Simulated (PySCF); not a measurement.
## Electronic absorption of C5H11Cl

Compound: C₅H₁₁Cl.
SMILES: `CCCCCCl`

Theory: PySCF, TDDFT CAM-B3LYP/def2-SVPD, vertical, gas phase, core orbitals frozen in the response. One conformer (not necessarily the lowest) at the PBE0-D3(BJ)/def2-SVP geometry, without solvent, vibrations or thermal averaging. Torsions of this conformer, `[CH3:1][CH2:2][CH2:3][CH2:4][CH2:5][Cl:6]`: C1–C2–C3–C4 179°, C2–C3–C4–C5 178°, C3–C4–C5–Cl6 -65°.

```json
{"state": "S1", "E (eV)": "7.35", "ν̃ (cm⁻¹)": "59260", "f": "0.0032", "main configurations (H = HOMO, L = LUMO)": "H→L+1 (35%), H→L+2 (24%), H→L (24%)"}
{"state": "S2", "E (eV)": "7.46", "ν̃ (cm⁻¹)": "60140", "f": "0.0043", "main configurations (H = HOMO, L = LUMO)": "H-1→L+1 (36%), H-1→L+2 (25%), H-1→L (23%)"}
{"state": "S3", "E (eV)": "8.15", "ν̃ (cm⁻¹)": "65720", "f": "0.015", "main configurations (H = HOMO, L = LUMO)": "H→L (47%), H→L+2 (32%)"}
{"state": "S4", "E (eV)": "8.29", "ν̃ (cm⁻¹)": "66870", "f": "0.044", "main configurations (H = HOMO, L = LUMO)": "H-1→L (46%), H-1→L+2 (32%)"}
{"state": "S5", "E (eV)": "8.82", "ν̃ (cm⁻¹)": "71110", "f": "0.0072", "main configurations (H = HOMO, L = LUMO)": "H-2→L (24%), H-2→L+1 (22%), H→L+1 (18%)"}
{"state": "S6", "E (eV)": "8.90", "ν̃ (cm⁻¹)": "71750", "f": "0.010", "main configurations (H = HOMO, L = LUMO)": "H→L+3 (68%), H→L+4 (10%), H→L+6 (9%)"}
```

The lowest singlet comes at 169 nm (709 kJ/mol) in the vacuum ultraviolet; it is very weak; its leading configuration is HOMO→LUMO+1 (35%). The strongest level in the table is S4 at 8.29 eV (150 nm, f = 0.044). Löwdin shares by element: HOMO chlorine 70%, carbon 12% or more, hydrogen 5% or more; LUMO carbon 27% or more, chlorine 16%, hydrogen 10% or more (atoms not listed hold the other 46%). Orbital energies (eV): HOMO-3 -10.87, HOMO-2 -10.62, HOMO-1 -9.81, HOMO -9.71, LUMO 1.35, LUMO+1 1.49, LUMO+2 1.78. The listed states span 1.55 eV, and the widest gap between neighbours is 0.69 eV (S2 to S3). Of the 6 states listed, 3 reach f = 0.01 and none stays under 0.0005. Singlets were solved by full linear response.
